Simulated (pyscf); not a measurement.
Single points on ωB97X-D3(BJ)/def2-SVP structures (PySCF, gas phase).

For the elementary gas-phase step F–C(F)=C(Cl)–Cl + hydrogen chloride (HCl) -> Cl–CH(Cl)–Cl + difluorocarbene (F–C:–F) [singlet] (singlet surface; C–C, Cl–H broken, C–Cl, C–H formed), what barrier and reaction energy does ωB97M-D3(BJ)/def2-TZVP give, measured from the separated reactants?

ΔE‡ = 369.9 kJ/mol, ΔE = +141.7 kJ/mol. Zero-point energy shifts the barrier by +4.3 kJ/mol. It is a concerted two-bond exchange, with an imaginary mode of 821i cm⁻¹. This is the saddle that the search found; another between the same sides may lie lower. One closed-shell reference is unstable to symmetry breaking; treat the single-reference values with care.
